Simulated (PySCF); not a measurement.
Molecule: SMILES CC(C)C(=O)Cl, C4H7ClO.

Cartesian coordinates in Å; atom numbers follow the order of the lines, from 1:
```xyz
13

C     0.9109   -0.9185   -0.4972
C     0.0145   -0.0373    0.3755
C    -1.4507   -0.1150   -0.0263
C     0.4910    1.3962    0.3339
O    -0.0664    2.3264   -0.1367
Cl    2.1017    1.6051    1.1090
H     0.5793   -1.9646   -0.4292
H     1.9604   -0.8651   -0.1780
H     0.8510   -0.6109   -1.5527
H     0.1383   -0.3582    1.4244
H    -2.0819    0.5042    0.6265
H    -1.8031   -1.1547    0.0362
H    -1.5920    0.2376   -1.0585
```

Geometry PBE0-D3(BJ)/def2-SVP throughout; GIAO in PySCF 2.14, gas phase, one conformer, non-relativistic; equivalent atoms averaged; functional PBE0.

For orientation, pcSseg-0 gives these absolute shieldings σ: C4 -7.3, C2 144.9, C1/C3 171.4, O5 -310.0, Cl6 517.4, H10 30.21, H7/H8/H9/H11/H12/H13 31.41 ppm.

A run gave: C4 16.1, C2 147.8, C1/C3 176.4, O5 -201.7, Cl6 562.5, H10 28.85, H7/H8/H9/H11/H12/H13 30.16 ppm (absolute shieldings σ).

**Question.** Which basis set was used in that run?
A. aug-cc-pVDZ
B. cc-pVDZ
C. cc-pVTZ
D. IGLO-III

**Answer.** B. Cl6 tells them apart best: cc-pVDZ gives 562.5, cc-pVTZ gives 529.5, IGLO-III gives 486.1, aug-cc-pVDZ gives 547.0 ppm.
